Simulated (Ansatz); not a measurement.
This script for Ansatz's Python interface starts 8 runs on CH3FMg, SMILES [CH3][Mg][F]. What input does the engine get in each?

Script `scan_ch3fmg.py`:
```python
'''Stretching a bond of CH3FMg, the rest held rigid.'''

from dataclasses import dataclass

import ansatz as az
import numpy as np


@dataclass
class RunConfig:
    basis_set: str = 'def2-SVP'
    functional: str = 'pbe'
    dispersion: str = 'd3bj'


settings = RunConfig()


def main() -> None:
    system = (
        az.Crystal.molecule()
        .atom('C', (0.6141, -0.5384, 0.4336))
        .atom('Mg', (-0.875, 0.725, -0.6449))
        .atom('F', (-2.2058, 1.8359, -1.6234))
        .atom('H', (0.1944, -1.4762, 0.6315))
        .atom('H', (1.4773, -0.629, -0.2179))
        .atom('H', (0.8369, 0.0187, 1.3748))
    )

    symbols = [site.symbol for site in system.cartesian_sites]
    start = np.array([site.position_ang for site in system.cartesian_sites])
    axis = (start[5] - start[0]) / np.linalg.norm(start[5] - start[0])
    moving = [5]
    lengths, energies = [0.982, 1.027, 1.072, 1.116, 1.161, 1.205, 1.25, 1.317], []
    for length in lengths:
        xyz = start.copy()
        xyz[moving] += (length - np.linalg.norm(start[5] - start[0])) * axis
        point = az.Crystal.molecule()
        for symbol, place in zip(symbols, xyz):
            point = point.atom(symbol, place.tolist())
        setup = (
            point.calculation()
            .basis(gaussian=settings.basis_set)
            .functional(settings.functional, dispersion=settings.dispersion)
        )
        data = setup.run(threads=1, backend='cpu').report
        energies.append(data['free_energy_ev'])
        print(f'r = {length:6.3f} A  E = {energies[-1]:.5f} eV  <S^2> = {abs(data["mean_field"]["state"]["spin_squared"]):.3f}')

    # quartic fit about the minimum
    fit = np.polynomial.Polynomial.fit(lengths, np.array(energies) - min(energies), 4).convert()
    roots = [r.real for r in fit.deriv().roots() if abs(r.imag) < 1e-9 and fit.deriv(2)(r.real) > 0]
    r_e = min(roots, key=lambda r: abs(r - lengths[int(np.argmin(energies))]))
    print(f'minimum of the fit at {r_e:.4f} A, force constant {fit.deriv(2)(r_e):.2f} eV/A^2')


if __name__ == '__main__':
    main()
```

Run 1:
```yaml
crystal:
  periodic: [false, false, false]
  atoms:
    - { symbol: C, position_ang: [0.6141, -0.5384, 0.4336] }
    - { symbol: Mg, position_ang: [-0.875, 0.725, -0.6449] }
    - { symbol: F, position_ang: [-2.2058, 1.8359, -1.6234] }
    - { symbol: H, position_ang: [0.1944, -1.4762, 0.6315] }
    - { symbol: H, position_ang: [1.4773, -0.629, -0.2179] }
    - { symbol: H, position_ang: [0.8101164211788583, -0.048270968407801006, 1.2616550072421069] }
basis:
  gaussian:
    orbitals: def2-SVP
hamiltonian:
  xc: pbe
  dispersion: d3bj
```

Run 2, against run 1:
```diff
-    - { symbol: H, position_ang: [0.8101164211788583, -0.048270968407801006, 1.2616550072421069] }
+    - { symbol: H, position_ang: [0.8190988437379709, -0.02581088040204854, 1.2996005014639955] }
```

Run 3, against run 1:
```diff
-    - { symbol: H, position_ang: [0.8101164211788583, -0.048270968407801006, 1.2616550072421069] }
+    - { symbol: H, position_ang: [0.8280812662970836, -0.003350792396295963, 1.3375459956858844] }
```

Run 4, against run 1:
```diff
-    - { symbol: H, position_ang: [0.8101164211788583, -0.048270968407801006, 1.2616550072421069] }
+    - { symbol: H, position_ang: [0.8368640794659937, 0.018610182542662057, 1.3746482567028424] }
```

Run 5, against run 1:
```diff
-    - { symbol: H, position_ang: [0.8101164211788583, -0.048270968407801006, 1.2616550072421069] }
+    - { symbol: H, position_ang: [0.8458465020251064, 0.04107027054841452, 1.4125937509247313] }
```

Run 6, against run 1:
```diff
-    - { symbol: H, position_ang: [0.8101164211788583, -0.048270968407801006, 1.2616550072421069] }
+    - { symbol: H, position_ang: [0.8546293151940165, 0.06303124548737254, 1.4496960119416893] }
```

Run 7, against run 1:
```diff
-    - { symbol: H, position_ang: [0.8101164211788583, -0.048270968407801006, 1.2616550072421069] }
+    - { symbol: H, position_ang: [0.8636117377531292, 0.08549133349312502, 1.487641506163578] }
```

Run 8, against run 1:
```diff
-    - { symbol: H, position_ang: [0.8101164211788583, -0.048270968407801006, 1.2616550072421069] }
+    - { symbol: H, position_ang: [0.8769855668966968, 0.11893190896835648, 1.5441381308939457] }
```

`python scan_ch3fmg.py` gives:
```text
r =  0.982 A  E = -9235.67799 eV  <S^2> = 0.000
r =  1.027 A  E = -9235.88054 eV  <S^2> = 0.000
r =  1.072 A  E = -9235.97955 eV  <S^2> = 0.000
r =  1.116 A  E = -9235.99845 eV  <S^2> = 0.000
r =  1.161 A  E = -9235.95616 eV  <S^2> = 0.000
r =  1.205 A  E = -9235.86856 eV  <S^2> = 0.000
r =  1.250 A  E = -9235.74319 eV  <S^2> = 0.000
r =  1.317 A  E = -9235.50914 eV  <S^2> = 0.000
minimum of the fit at 1.1062 A, force constant 32.72 eV/A^2
```

Caveats:
- Total energies depend on the basis set; only differences at equal settings carry meaning.
- The rest of the molecule is held rigid at a force-field or estimated start geometry, and the basis set is modest; single-reference methods fail as a bond breaks.
- The orbitals are restricted, so S² is zero by construction.
- Hardware and time: 26 s on 1 thread of AMD EPYC (Zen 3), on a shared host, peak memory 0.17 GiB.

(Lines on the test bed's own set-up are left out of the output.)
